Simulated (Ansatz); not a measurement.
A nudged elastic band was laid between two geometries of ClH4NSi + H2 (9 atoms, charge 0, multiplicity 1).

Theory: RKS B3LYP/def2-SVP in Ansatz 0.2.0.

* movable images: 5
* climbing image: yes
* spring: 5.0 eV/Å²
* optimiser: quadratic models (default)
* start path: through a guess of the saddle point
* force threshold: 0.05 eV/Å
* iteration limit: 60
* end points: relaxed

Initial state:

```xyz
9
Properties=species:S:1:pos:R:3
Si -0.844 0.819 0.458
N -0.252 -0.609 1.207
H -2.045 0.467 -0.339
H -1.123 1.820 1.517
Cl 0.495 1.751 -0.872
H 1.609 -0.789 -2.128
H 1.836 -1.450 -2.430
H 0.470 -0.547 1.921
H -0.147 -1.461 0.664
```

Final state:

```xyz
9
Properties=species:S:1:pos:R:3
Si -0.960 0.909 -0.733
N 1.279 -1.393 1.012
H -1.912 1.796 -1.451
H -1.651 0.242 0.400
Cl 0.585 2.095 0.009
H 1.241 -1.662 0.028
H -0.398 -0.094 -1.674
H 1.486 -0.394 1.030
H 0.331 -1.499 1.378
```

**Question.** What changes between the two ends?

**Answer.** Bonds broken: Si1–N2, H6–H7. Bonds formed: Si1–H7, N2–H6. ClH4NSi + H2 becomes ClH3Si + H3N.

**Question.** Give the energies along the band, and the barrier.

**Answer.** It converged. The highest image is number 4 of 0 to 6, 2.18 eV above the first end and 1.86 eV above the last; the last end lies 0.32 eV above the first. Neighbouring images differ by up to 1.7 eV, so the band resolves the path poorly. A vibrational analysis at the climbing image gives one clearly imaginary mode, 1487i cm⁻¹: a first-order saddle point. The orbitals stay closed-shell, which can raise the energy where a bond breaks towards radicals; this wasn't checked here.

```tsv
image	path coordinate (Å)	energy (eV)	Si1–N2 (Å)	H6–H7 (Å)	Si1–H7 (Å)
0	0.00	0.00	1.72	0.76	4.55
1	1.07	0.01	1.72	0.76	3.93
2	2.13	0.12	1.72	0.76	3.51
3	3.20	0.45	1.74	0.77	2.71
4	4.27	2.18	1.90	1.10	1.83
5	6.28	0.47	3.50	2.08	1.48
6	8.29	0.32	3.65	2.84	1.49
```

**Question.** What is the geometry of the highest image?

**Answer.** 
```xyz
9
Properties=species:S:1:pos:R:3
Si -0.461 0.618 -0.188
N 0.344 -0.925 0.583
H -1.576 0.226 -1.089
H -1.173 1.084 1.054
Cl 0.639 2.377 -0.538
H 0.652 -0.918 -0.624
H 0.609 -0.174 -1.440
H 1.193 -0.708 1.114
H -0.227 -1.579 1.129
```

The run took 4.7 min on 2 threads of Intel(R) Xeon(R) Platinum 8259CL CPU @ 2.50GHz (Skylake/Cascade Lake), with other jobs on the host, peak memory 0.18 GiB.
